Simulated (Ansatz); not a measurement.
Water, H2O, relaxed with RKS PBE0-D4/def2-TZVP in Ansatz 0.2.0 from a GFN2-xTB geometry. The force threshold is 0.005 eV/Å; the program also tests the step.

Total charge 0; spin multiplicity 1.

Start:

```xyz
3

O     0.201   -0.204    0.248
H     0.359   -0.141   -0.696
H    -0.560    0.345    0.447
```

```json
{"step": "1", "energy (eV)": "-2078.3342", "largest force (eV/Å)": "0.174", "largest move (Å)": "0.000"}
{"step": "2", "energy (eV)": "-2078.3363", "largest force (eV/Å)": "0.133", "largest move (Å)": "0.005"}
{"step": "3", "energy (eV)": "-2078.3373", "largest force (eV/Å)": "0.006", "largest move (Å)": "0.007"}
{"step": "4", "energy (eV)": "-2078.3373", "largest force (eV/Å)": "0.000", "largest move (Å)": "0.000"}
```

End:

```xyz
3

O     0.206   -0.209    0.255
H     0.350   -0.135   -0.691
H    -0.556    0.344    0.436
```

Hardware: 2 threads of a server CPU on a shared host. Wall time 0.8 s, peak host memory 0.1 GiB.
